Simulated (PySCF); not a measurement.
# Vibration and rotation of MgH

UHF-CCSD(T) constants of MgH, ²Σ⁺ (doublet), unpaired electrons σ ↑ (basis Mg 6-31G(d,p), H 6-31G(d,p); no relativity; PySCF 2.14; masses 23.9850 and 1.0078 u):

```
ωe           : 1475.6 cm⁻¹
ωexe         : 30.5 cm⁻¹
Be           : 5.7037 cm⁻¹
αe           : 0.166 cm⁻¹
De to Mg + H : 1.15 eV
```

What force constant and bond length do these constants imply?

Reduced mass μred = 0.96718 u; k = 5.8918×10⁻⁷·μred·ωe² (u, cm⁻¹, mdyn/Å) = 1.24 mdyn/Å; Re = √(16.8576/(μred·Be)) (u, cm⁻¹, Å) = 1.748 Å.

Estimate the centrifugal constant D from the Kratzer relation and find the Dunham coefficient a1.

D = 4Be³/ωe² = 0.000341 cm⁻¹; a1 = −1 − αeωe/(6Be²) = -2.25.

Measured values (Huber and Herzberg, Constants of Diatomic Molecules (1979)): ωe = 1495.2 cm⁻¹, ωexe = 31.889 cm⁻¹, Be = 5.8257 cm⁻¹, αe = 0.1859 cm⁻¹.

Correlated steps freeze 1 core orbital. Correlated levels converge slowly with the basis: in double zeta they bind strong bonds too weakly, by up to about 1 eV, and carry superposition errors of some tenths. The state is the lowest determinant that a PBE0 search found; another state may lie lower at other levels.
